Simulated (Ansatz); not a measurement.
Geometry optimisation, UKS PBE/6-31G* (Ansatz 0.2.0).

Input file:

```yaml
crystal:
  periodic: [false, false, false]
  atoms:
    - { symbol: B, position_ang: [0.056794, -0.317917, -0.468311] }
    - { symbol: H, position_ang: [0.09344, -0.330988, 1.924028] }
    - { symbol: H, position_ang: [0.993702, 0.341254, -0.865708] }
    - { symbol: O, position_ang: [-1.18448, -0.038675, -0.919775] }
    - { symbol: H, position_ang: [-1.863665, -0.629034, -0.535887] }
    - { symbol: C, position_ang: [0.013651, -0.038537, 2.991152] }
    - { symbol: H, position_ang: [-0.576501, -0.794021, 3.532412] }
    - { symbol: H, position_ang: [1.023801, 0.018595, 3.42383] }
    - { symbol: H, position_ang: [-0.478041, 0.942523, 3.073259] }
magnetization:
  spin_polarized: true
  initial_magnetization: 1
basis:
  gaussian: { orbitals: "6-31G*" }
hamiltonian:
  xc: pbe
relax:
  f_tol: 0.03
  max_steps: 50
output:
  orbitals: {}
```

Run as:

```bash
$ ansatz run input.yaml --threads 1 --pin off --max-ram 2048MiB --backend cpu --events-out ev --progress --plain --runs-dir out
```

Q: Where does it end, and by what steps?

A: The run converged. The force dipped under the threshold on the way, but the program's further checks kept it going. After 21 steps the energy has fallen by 0.027 eV; H3 moved furthest, 0.59 Å.

```
step  energy less start (eV)  largest force component (eV/Å)  accepted
   0                  0.0000                           0.095       yes
   1                 -0.0094                           0.262       yes
   2                 -0.0122                           0.132       yes
   3                 -0.0135                           0.135       yes
   4                  0.0460                           1.399        no
   5                 -0.0104                           0.278        no
   6                 -0.0152                           0.045       yes
   7                 -0.0171                           0.077       yes
   8                 -0.0133                           0.520        no
   9                 -0.0167                           0.305        no
  10                 -0.0183                           0.037       yes
  11                 -0.0197                           0.167       yes
  12                 -0.0210                           0.201       yes
  13                 -0.0232                           0.096       yes
  14                 -0.0245                           0.131       yes
  15                 -0.0257                           0.004       yes
  16                 -0.0189                           0.518        no
  17                 -0.0255                           0.179        no
  18                 -0.0261                           0.039       yes
  19                 -0.0262                           0.098       yes
  20                 -0.0265                           0.032       yes
  21                 -0.0266                           0.001       yes
```

```xyz
9
Properties=species:S:1:pos:R:3
B 0.013 -0.072 -0.737
H 0.103 -0.037 2.161
H 0.981 0.158 -1.430
O -1.174 -0.336 -1.321
H -1.883 -0.506 -0.669
C 0.028 -0.018 3.262
H -0.548 -0.890 3.610
H 1.038 -0.052 3.697
H -0.477 0.906 3.582
```

Whether the end is a true minimum wasn't checked by a vibrational analysis.

Time of the run: 44 s on 1 thread of Arm Neoverse V2 (shared host), peak memory 0.14 GiB.
